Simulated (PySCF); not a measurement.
Ligands exchanged one at a time, B F-CH3. All species are isolated molecules in the gas phase. Strings in code marks are SMILES.

Method: PySCF with PBE-D3(BJ)/def2-TZVP // PBE0-D3(BJ)/def2-TZVP. Excitations are Tamm–Dancoff values on a coarser integration grid. The basis has no diffuse functions, so Rydberg states are missing or too high.

```json
[
 {"species": "0 of 3 F replaced by CH3", "S1 oscillator strength": "0.000", "S1 excitation (TDA) (eV)": "9.73", "brightest of the four lowest singlets (TDA) (eV)": "–"},
 {"species": "1 of 3 F replaced by CH3", "S1 oscillator strength": "0.024", "S1 excitation (TDA) (eV)": "8.27", "brightest of the four lowest singlets (TDA) (eV)": "8.77"},
 {"species": "2 of 3 F replaced by CH3 (`CB(C)F`)", "S1 oscillator strength": "(withheld)", "S1 excitation (TDA) (eV)": "(withheld)", "brightest of the four lowest singlets (TDA) (eV)": "7.35"},
 {"species": "3 of 3 F replaced by CH3 (`CB(C)C`)", "S1 oscillator strength": "0.000", "S1 excitation (TDA) (eV)": "6.13", "brightest of the four lowest singlets (TDA) (eV)": "7.30"}
]
```

**Question.** Some entries are withheld; supply them.

**Answer.** 
- 2 of 3 F replaced by CH3 (`CB(C)F`), S1 oscillator strength: 0.000
- 2 of 3 F replaced by CH3 (`CB(C)F`), S1 excitation (TDA) (eV): 6.41
